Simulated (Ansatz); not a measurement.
2H MoTe2, treated with PBE-D3(BJ) in Ansatz (PAW).

Run with plane-wave cutoff 520 eV, 12×12×4 k mesh (along the axes of the cell as run), perturbation theory, no spin polarisation, scalar-relativistic PAW data made under PBE.

Computed at the level's own relaxed cell.

```cif
data_Mo2Te4
_chemical_formula_sum 'Te4 Mo2'
_space_group_name_H-M_alt 'P63/mmc'
_space_group_IT_number 194
_space_group_name_Hall '-P 6c 2c'
_cell_length_a 3.49657
_cell_length_b 3.49657
_cell_length_c 13.69510
_cell_angle_alpha 90.000
_cell_angle_beta 90.000
_cell_angle_gamma 120.000
loop_
_atom_site_label
_atom_site_type_symbol
_atom_site_symmetry_multiplicity
_atom_site_Wyckoff_symbol
_atom_site_fract_x
_atom_site_fract_y
_atom_site_fract_z
_atom_site_occupancy
Te1 Te 4 f 0.66667 0.33333 0.11732 1
Mo1 Mo 2 c 0.33333 0.66667 0.25000 1
```

Harmonic phonon frequencies (cm⁻¹; i marks an imaginary mode; at Γ without the LO shift):

```tsv
q point	frequencies
Γ	0 0 0 31 31 46 116 116 119 119 170 177 234 234 234 234 284 290
M	76 83 97 103 104 116 130 134 148 158 166 168 232 232 242 242 257 258
K	69 69 110 110 115 121 147 147 150 154 154 154 223 223 252 252 253 255
```

No imaginary mode appears at these points.

Note: the dispersion coefficients are held fixed in the derivatives.

Ansatz is a quantum-chemistry and plane-wave program.
